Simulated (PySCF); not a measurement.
An unknown is described by computed data only.

Formula: C2H6B; charge -1.

| Property | Result |
| --- | --- |
| 13C NMR | chemical shifts (computed TMS as zero) by class: 183.4 (1 C), 108.5 (1 C) ppm [GIAO PBE0/pcSseg-1] |
| Rotational structure | rotational constants A, B, C: 43.968, 8.404, 7.481 GHz [PBE0-D3(BJ)/def2-SVP] |
| 1H NMR | chemical shifts (computed TMS as zero) by class: 7.15 (1 H), 4.72 (1 H), 4.51 (1 H), 1.20 (3 H) ppm [GIAO PBE0/pcSseg-1] |
| NMR, other nuclei | isotropic shieldings of nuclei other than C and H, by class: 134 (1 B) ppm [GIAO PBE0/pcSseg-1] |
| Couplings | largest of the computed one-bond spin–spin couplings (means over like bonds): 13C–1H +159.9, 13C–1H +150.6, 13C–1H +122.6, 11B–1H +88.9 (×3), 13C–13C +68.8, 13C–11B +56.0 Hz [B3LYP/pcJ-1] |

Gas-phase values; electronic properties from PySCF, density fitting. Levels stand in brackets. Geometry: PBE0-D3(BJ)/def2-SVP; no solvent, vibrations or thermal averaging. The geometry's basis has no diffuse functions, a weakness for an anion. No diffuse functions stand in pcJ-1 and pcSseg-1, which bears on an anion's orbital energies. NMR values are class means; diastereotopic atoms form classes of their own.

Question: Give a SMILES that accounts for the data.

Answer: Numbering: `[BH3-:1][CH:2]=[CH2:3]`. 2 carbons fall into 2 classes; from least to most shielded: alkene CH carbon [C2] (183.4 ppm), terminal =CH2 carbon [C3] (108.5 ppm). Hydrogen classes from least to most shielded: 1 H on an alkene CH carbon, C2 (7.15 ppm), 1 H on a terminal =CH2 carbon, C3 (4.72 ppm), 1 H on a terminal =CH2 carbon, C3 (4.51 ppm), 3 H on a four-coordinate boron, B1 (1.20 ppm). The other shieldings belong to: 134 ppm, four-coordinate boron [B1]. The couplings run between: +159.9 Hz, terminal =CH2 carbon [C3] and its hydrogen; +150.6 Hz, terminal =CH2 carbon [C3] and its hydrogen; +122.6 Hz, alkene CH carbon [C2] and its hydrogen; +88.9 Hz, four-coordinate boron [B1] and its hydrogen (with 2 like pairs); +68.8 Hz, alkene CH carbon [C2] and terminal =CH2 carbon [C3]; +56.0 Hz, alkene CH carbon [C2] and four-coordinate boron [B1]. The optimised geometry has point group Cs and is an asymmetric top. Structure: `[BH3-]C=C`. The assignments are read from this structure; whether some other isomer fits the data as well wasn't checked.
